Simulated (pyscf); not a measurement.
Optimised with ωB97X-D3(BJ)/def2-SVP in PySCF.

Task: H₂C=C•–CH₂–CH₃ → allene (H₂C=C=CH₂) + methyl (CH₃•)
Surface: doublet. Broken: C–C. Formed: none. Give ΔE‡ and ΔE from ωB97M-D3(BJ)/def2-TZVP, relative to the reactant's lowest minimum found.

Result: ΔE‡ = 1.54 eV, ΔE = +1.25 eV. Zero-point energy shifts the barrier by -0.18 eV. It is a bond scission, with an imaginary mode of 497i cm⁻¹. H₂C=C•–CH₂–CH₃ lies 1.02 eV over its isomer •H₂C–CH=CH–CH₃ (electronic energy, ωB97M-D3(BJ)/def2-TZVP). This is the saddle that the search found; another between the same sides may lie lower.
